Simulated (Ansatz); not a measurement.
## CH2O, singlet: reading a ladder of total energies

Geometry: MP2(full)/6-31G*, from the G2/97 set.

```yaml
atoms:
  - { symbol: O, position_ang: [0.0000, 0.0000, 0.6094] }
  - { symbol: C, position_ang: [0.0000, 0.0000, -0.6107] }
  - { symbol: H, position_ang: [0.0000, 0.9344, -1.1982] }
  - { symbol: H, position_ang: [0.0000, -0.9344, -1.1982] }
```

Basis 6-31G* (Cartesian d functions); Ansatz 0.2.0. Correlated methods freeze the noble-gas cores, which leaves 12 electrons in 32 orbitals. R marks a restricted (for open shells ROHF) determinant.

Full CI isn't at hand for all of this; RCCSDTQ serves as the reference, and is uncertain by about the last step of the cluster series.

Runs differ by some tens of microhartree through their thresholds, so steps under 0.03 kcal/mol mean nothing.

```
    level  total energy (hartree)
      RHF             -113.863717
     RMP2             -114.167744
    RCCSD             -114.180879
 RCCSD(T)             -114.190571
   RCCSDT             -114.191099
RCCSDT(Q)             -114.192101
  RCCSDTQ             -114.191975
```

What is the correlation energy at RCCSDTQ, and what share of it do RMP2 and RCCSD recover?

E(corr) = -114.191975 − (-113.863717) = -0.328258 hartree = -8.932 eV. RMP2: -0.304027 / -0.328258 = 92.62 %. RCCSD: -0.317162 / -0.328258 = 96.62 %.

By how many kcal/mol does RCCSD(T) miss RCCSDTQ (1 hartree = 627.509 kcal/mol), and which steps make up the rest?

-114.190571 − (-114.191975) = 0.001404 hartree = 0.88 kcal/mol. Steps: RCCSDT − RCCSD(T) = -0.33, RCCSDT(Q) − RCCSDT = -0.63, RCCSDTQ − RCCSDT(Q) = 0.08 kcal/mol. Differences between like states or geometries often cancel part of this.
